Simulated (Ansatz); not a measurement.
An input meant for Li3H6⁻ (charge -1, triplet).

```yaml
crystal:
  periodic: [false, false, false]
  atoms:
    - {symbol: Li, position_ang: [-0.458754, -1.246968, -1.034517]}
    - {symbol: Li, position_ang: [0.414662, 0.419751, 0.493766]}
    - {symbol: Li, position_ang: [-1.125636, 1.028960, -1.237639]}
    - {symbol: H, position_ang: [1.105167, -1.188532, -0.101250]}
    - {symbol: h, position_ang: [0.182673, 1.985992, -0.413659]}
    - {symbol: H, position_ang: [1.226500, -0.533010, 2.015329]}
    - {symbol: H, position_ang: [-1.332709, -0.161045, 0.219164]}
    - {symbol: H, position_ang: [-1.077789, -0.313184, -2.476729]}
    - {symbol: H, position_ang: [1.065886, 0.008016, 2.535545]}
basis:
  gaussian: {orbitals: "6-31G*"}
total_charge: -1
magnetization: {spin_polarized: true, initial_magnetization: 2}
hamiltonian: {xc: {name: HF}}
correlation: {method: ccsd}
```

```sh
$ ansatz run in.yaml --threads 4 --pin off --events-out ev --progress --plain --max-ram 3916MiB
```

Output, abridged:

```
Error: YAML parse error: error: line 8 column 16: `h` is not an element symbol (H … Og, case-exact)
 6 |     - {symbol: Li, position_ang: [-1.125636, 1.028960, -1.237639]}
 7 |     - {symbol: H, position_ang: [1.105167, -1.188532, -0.101250]}
 8 |     - {symbol: h, position_ang: [0.182673, 1.985992, -0.413659]}
 9 |     - {symbol: H, position_ang: [1.226500, -0.533010, 2.015329]}
10 |     - {symbol: H, position_ang: [-1.332709, -0.161045, 0.219164]}
```

In this input an element symbol is wrong. The input was rejected before any iteration.
